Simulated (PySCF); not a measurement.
# Changing the system itself: SiS

One physical setting of the base script is moved in each run, with the edits that it forces.

Computed with PySCF 2.14.0. Level: each script names its method and basis.

1 further run of the same task is left out (it didn't finish).

### 1 The starting structure

SiS: 2 atoms, charge 0, spin multiplicity 1.

Bond lengths: Si1–S2 1.795 Å.

### 2 The run that the others are compared with

input.py reads:

```python
from pyscf import gto, scf, mp

mol = gto.M(
    atom='Si 0 0 0; S 0 0 1.795',
    basis='6-311++g**',
    charge=0,
    spin=0,
    verbose=4,
)
mf = scf.UHF(mol)
mf.kernel()
mp.MP2(mf, frozen=10).kernel()
mf.dip_moment()
print('orbital energies (hartree):', [e[max(0, n-3):n+3].round(4) for e, n in zip(mf.mo_energy, mol.nelec)])
```

Started as:

```console
$ OMP_NUM_THREADS=1 python input.py
```

The log of this run is left out.

In short: E(SCF) = -686.472214 Eh, 12 cycles, E(MP2) − E(SCF) = -0.19755 Eh, μ = 1.76 D (of the SCF density).

The bond length is a typed value, not an optimised one.

### 3 Bond 1.741 Å

Edit 1 changes bond length: 1.795 Å → 1.741 Å.

input.py reads:

```python
from pyscf import gto, scf, mp

mol = gto.M(
    atom='Si 0 0 0; S 0 0 1.741',
    basis='6-311++g**',
    charge=0,
    spin=0,
    verbose=4,
)
mf = scf.UHF(mol)
mf.kernel()
mp.MP2(mf, frozen=10).kernel()
mf.dip_moment()
print('orbital energies (hartree):', [e[max(0, n-3):n+3].round(4) for e, n in zip(mf.mo_energy, mol.nelec)])
```

Started as:

```console
$ OMP_NUM_THREADS=1 python input.py
```

### 4 Bond 1.849 Å

Edit 2 changes bond length: 1.795 Å → 1.849 Å.

Edit input.py of step 2 so:

```diff
@@ -3,3 +3,3 @@
 mol = gto.M(
-    atom='Si 0 0 0; S 0 0 1.795',
+    atom='Si 0 0 0; S 0 0 1.849',
     basis='6-311++g**',
```

### 5 Bond 2.692 Å

Edit 3 changes bond length: 1.795 Å → 2.692 Å.

Edit input.py of step 2 so:

```diff
@@ -3,3 +3,3 @@
 mol = gto.M(
-    atom='Si 0 0 0; S 0 0 1.795',
+    atom='Si 0 0 0; S 0 0 2.692',
     basis='6-311++g**',
```

### 6 Charge +1 (doublet)

Edit 4 changes charge: 0 → 1; spin (2S): 0 → 1.

Edit input.py of step 2 so:

```diff
@@ -5,4 +5,4 @@
     basis='6-311++g**',
-    charge=0,
-    spin=0,
+    charge=1,
+    spin=1,
     verbose=4,
```

### 7 Bond 1.669 Å

Edit 5 changes bond length: 1.795 Å → 1.669 Å.

Edit input.py of step 2 so:

```diff
@@ -3,3 +3,3 @@
 mol = gto.M(
-    atom='Si 0 0 0; S 0 0 1.795',
+    atom='Si 0 0 0; S 0 0 1.669',
     basis='6-311++g**',
```

**Question.** What will these runs give? Wanted: for each run, E(SCF); from base; gap, α spin; SCF dipole; after the SCF.

As calculated:

```tsv
run	E(SCF) (hartree)	from base (eV)	cycles	gap, α spin (eV)	SCF dipole (D)	after the SCF
base	-686.472214	0	12	11.30	1.76	MP2 correlation -5.376 eV, core frozen
bond 1.741 Å	-686.457477	+0.4010	11	11.35	1.44	MP2 correlation -5.342 eV, core frozen
bond 1.849 Å	-686.480429	-0.2235	12	11.22	2.07	MP2 correlation -5.413 eV, core frozen
bond 2.692 Å	-686.335995	+3.7067	15	7.34	6.46	MP2 correlation -5.936 eV, core frozen
charge +1 (doublet)	-686.116514	+9.6791	15	11.98	n/a	MP2 correlation -5.078 eV, core frozen
bond 1.669 Å	-686.424826	+1.2895	11	11.39	1.03	MP2 correlation -5.304 eV, core frozen
```

**Reading.** Of the runs whose energies can be compared, “bond 2.692 Å” moves the SCF energy most (+3.707 eV). At the SCF level, going to the doublet with one electron fewer costs 9.68 eV at fixed geometry, against 10.58 eV for the negative of the highest filled level. With bond 2.692 Å the frontier gap moves by over 1.5 eV, which can mean another electronic state rather than the bond length alone.
